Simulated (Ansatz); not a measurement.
Results of PBEsol-D3(BJ) (PAW; Ansatz, a first-principles code) for hcp Mg.

Run with plane-wave cutoff 520 eV, 18×18×12 k mesh (along the axes of the cell as run), Fermi–Dirac smearing 0.05 eV, scalar-relativistic PAW data made under PBE.

Shape and atoms are relaxed at each volume.

Pressure at four volumes; x = ln(V/21.346 Å³). One pressure is withheld.

| V (Å³/atom) | x | P (GPa) |
|---|---|---|
| 20.492 | -0.0408 | 1.83 |
| 21.346 | 0.0000 | 0.00 |
| 21.773 | 0.0198 | -0.79 |
| 22.199 | 0.0392 | ? |

Task: Pass a parabola P(x) through the three rows shown, estimate the bulk modulus and its pressure derivative near zero pressure, and predict the withheld pressure.

Result: Slopes between the rows: (0.00 − (1.83))/(0.0000 − (-0.0408)) = -44.85 and (-0.79 − (0.00))/(0.0198 − (0.0000)) = -39.90 GPa. Their difference over the span 0.0606 is c = 4.95/0.0606 = 81.7 GPa, so P(x) = 1.83 + (-44.85)(x − (-0.0408)) + 81.7 (x − (-0.0408))(x − (0.0000)). At the middle row B = −dP/dx = −[-44.85 + 81.7 × 0.0408] = 41.5 GPa, and B′ = dB/dP = 2c/B = 3.9. At x = 0.0392 the parabola gives -1.50 GPa; the run gives -1.51 GPa. The Birch–Murnaghan fit to the energies at all volumes has B0 = 41.5 GPa and B′ = 4.0.

Measured, for comparison: bulk modulus 38.6 GPa (copied from a table, unchecked, extrapolated to 0 K and zero-point effects removed; as tabulated in Lejaeghere et al. (2013), arXiv:1204.2733). Computed (rounded) less measured: bulk modulus not scored (unchecked).

Note: the bulk modulus comes from volumes at which shape and atoms were relaxed.
